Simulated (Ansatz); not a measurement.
Working through a ranking of conformers of C₃H₆FNO, SMILES NC(=O)CCF

Computed with Ansatz 0.2.0, Python API.

Notebook, run cell by cell (the value of a cell's last expression is shown):

In [1]:
```python
import ansatz
from rdkit import Chem
from rdkit.Chem import AllChem

BASIS_SET = "cc-pVDZ"
FUNCTIONAL = "r2scan"
```

In [2]:
```python
rd = Chem.AddHs(Chem.MolFromSmiles("NC(=O)CCF"))
ids = list(AllChem.EmbedMultipleConfs(rd, numConfs=20, randomSeed=783, pruneRmsThresh=0.4))
field = [energy for _, energy in AllChem.MMFFOptimizeMoleculeConfs(rd)]
distinct = {round(e, 2): i for i, e in zip(ids, field)}
chosen = sorted(distinct.items())[:5]
found = []
for force_field, index in chosen:
    c3h6fno = ansatz.Crystal.molecule()
    for atom, xyz in zip(rd.GetAtoms(), rd.GetConformer(index).GetPositions()):
        c3h6fno = c3h6fno.atom(atom.GetSymbol(), xyz.round(5).tolist())
    calculation = (
        c3h6fno.calculation()
        .basis(gaussian=BASIS_SET)
        .functional(FUNCTIONAL)
    )
    found.append(calculation.run().report["free_energy_ev"])
print("conformer   MMFF (kcal/mol)   this level (eV)")
for (force_field, index), e in zip(chosen, found):
    print(f"{index:9d} {force_field - chosen[0][0]:17.2f} {(e - min(found)):17.3f}")
```
```text
conformer   MMFF (kcal/mol)   this level (eV)
        1              0.00             0.000
        2              1.73             0.032
```

The conformers keep their force-field geometries. Finished in 11 s on 1 thread of Arm Neoverse V2, on a shared host, peak memory 0.29 GiB.
